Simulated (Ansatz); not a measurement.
α-quartz (SiO2) was calculated with PBE (PAW; Ansatz, a first-principles code).

Run with plane-wave cutoff 520 eV, 6×6×4 k mesh (along the axes of the cell as run), scalar-relativistic PAW data made under PBE.

Cell (measured lattice):

Space group P3₂21 (No. 154); a = b = 4.913 Å, c = 5.405 Å, α = β = 90.00°, γ = 120.00°

```tsv
atom	site	symmetry	x	y	z
Si	3a	.2.	0.5343	0.5343	0.0000
O	6c	1	0.2746	0.4100	0.2209
```

Problem. What does this level give for the elastic constant C66, elastic constant C12, Poisson ratio, elastic constant C11, elastic constant C13, elastic constant C33 and elastic constant C44?

Solution. 
- elastic constant C66 = 35.0 GPa
- elastic constant C12 = 16.9 GPa
- Poisson ratio = 0.137
- elastic constant C11 = 87.0 GPa
- elastic constant C13 = 20.3 GPa
- elastic constant C33 = 111 GPa
- elastic constant C44 = 57.3 GPa

Measured, for comparison: elastic constant C66 39.9 GPa, elastic constant C12 6.99 GPa, elastic constant C11 86.8 GPa, elastic constant C13 11.8 GPa, elastic constant C33 105 GPa, elastic constant C44 58.3 GPa (298 K, no zero-point or thermal correction, C14's sign depends on the axes; as tabulated in Xie et al. (2023), arXiv:2212.00284). Computed (rounded) less measured: elastic constant C66 -12 %, elastic constant C12 +142 %, elastic constant C11 +0.2 %, elastic constant C13 +72 %, elastic constant C33 +6 %, elastic constant C44 -2 %. A static lattice is as a rule a little smaller and stiffer than an uncorrected measurement, which narrows the difference in the elastic constant C33 and would widen misses of the other sign.

Note: the cell isn't this level's own, so it is under some stress, which shifts stiffness and frequencies.

Elastic constants are with the ions relaxed.

The computed numbers hold no vibrational or temperature effects.
